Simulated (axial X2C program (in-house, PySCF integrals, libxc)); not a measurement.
# Potential curves of AlCl, two-component

All values were computed with an in-house all-electron X2C program for linear molecules (integrals from PySCF). Two-component (2c) means X2C with spin–orbit coupling and atomic mean-field two-electron Coulomb and Gaunt terms. Basis: Cl dyall-av3z [9s8p3d2f], Al dyall-v3z [8s8p2d1f] (cores contracted in-house); Gaussian nuclei, density fitting, unrestricted open shells. Masses: Cl 34.969 u, Al 26.982 u.

State: Ω = 0 (closed shell). Energies in eV from the fragments at the same level (Cl + Al). Fits are polynomials in 1 − R0/R over 0.85 to 1.23 times the lowest point R0.

```
 R (Å)      MP2  CCSD(T)
1.8775  -4.4894         
1.9638  -4.9357  -4.7257
2.0285  -5.1250  -4.9176
2.0933  -5.2223  -5.0174
2.1580  -5.2496  -5.0468
2.2335  -5.2157  -5.0153
2.3091  -5.1304  -4.9321
2.4062  -4.9696  -4.7737
2.5249  -4.7249         
2.6975  -4.3249
```

Correlated methods: 10 electrons correlated (number of frozen shells: Cl 2 s, 1 p; Al 2 s, 1 p), 168 virtual spin orbitals or spinors in MP2, 90 natural virtuals in coupled cluster.

One determinant describes the state; a PBE0 search over occupations chose it and may have missed a lower one. The closed shell is kept restricted, so the energy runs too high when the bond is stretched far. Dissociation energies refer to the lowest single-determinant-based atoms at the same level and basis. Coupled cluster ran in a truncated set of natural virtual spinors; the MP2 energy of the rest was added. (T) has no such correction and the atoms are truncated less, which lowers De at CCSD(T) by a hundredth of an eV or more. Coupled cluster ran on the points near the minimum only. MP2 and coupled cluster on one determinant become unreliable at the stretched end.

**Question.** What are Re, ωe and De at the MP2 level?

**Answer.** At MP2, 2c: Re = 2.156 Å, ωe ≈ 475 cm⁻¹, De = 5.25 eV to Cl + Al; Be follows as 0.238 cm⁻¹.

**Question.** Fit the CCSD(T) curve near its minimum: give the equilibrium distance, the harmonic wavenumber and the well depth.

**Answer.** At CCSD(T), 2c: Re = 2.159 Å, ωe ≈ 473 cm⁻¹, De = 5.05 eV to Cl + Al; Be follows as 0.238 cm⁻¹.
